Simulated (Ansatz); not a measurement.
**BCl2+ (triplet): from Hartree-Fock to the top rungs, def2-QZVPP**

The task here is to estimate one member of a computed series from the others.

Method: def2-QZVPP, core rule «outside noble gas», up to 11 orbitals frozen; program: Ansatz 0.2.0, Gaussian basis.

The runs, in order: UHF; ROHF; CCSD(T) on UHF.

3 further runs of the same task are left out: 1 that didn't finish, 2 set aside as unsound or not needed.

**The geometry**

The geometry is a PBE0/def2-TZVP stationary point (not a proven minimum) of the parent state, kept for this charge and spin.

3 atoms, charge 1, spin multiplicity 3.

Atoms are counted from 1 here; the program's logs count them from 0.

Bond lengths: B1–Cl2 1.837 Å, B1–Cl3 1.837 Å. Angles: Cl2–B1–Cl3 89.7°.

The first run:

Input file in.yaml:

```yaml
crystal:
  periodic: [false, false, false]
  atoms:
    - {symbol: B, position_ang: [0.000000, -1.130054, 0.000000]}
    - {symbol: Cl, position_ang: [0.000000, 0.172299, -1.295539]}
    - {symbol: Cl, position_ang: [0.000000, 0.172299, 1.295539]}
basis:
  gaussian: {orbitals: "def2-QZVPP.json"}
total_charge: 1
magnetization: {spin_polarized: true, initial_magnetization: 2}
hamiltonian: {xc: hf}
output: {orbitals: {seedname: orbitals}}
```

Started as:

```console
$ ansatz run in.yaml --threads 1 --pin off --events-out ev --progress --plain --max-ram 2393MiB
```

Among the steps run: UHF; ROHF; CCSD(T) on UHF.

One table of the session follows, with a row left open; its other results are not shown here.

It belongs to the step «Misses and costs». 

```
  method  from UCCSD(T) (kJ/mol)
    ROHF                 +1408.7
     UHF                       ?
    UMP2                  +162.9
   UCCSD                   +74.0
UCCSD(T)                       0
```

**Question.** Estimate the row for UHF.

**Answer.** from UCCSD(T) (kJ/mol): +1380.9. In the column «from UCCSD(T) (kJ/mol)» it lies between UMP2 (+162.9) and ROHF (+1408.7).
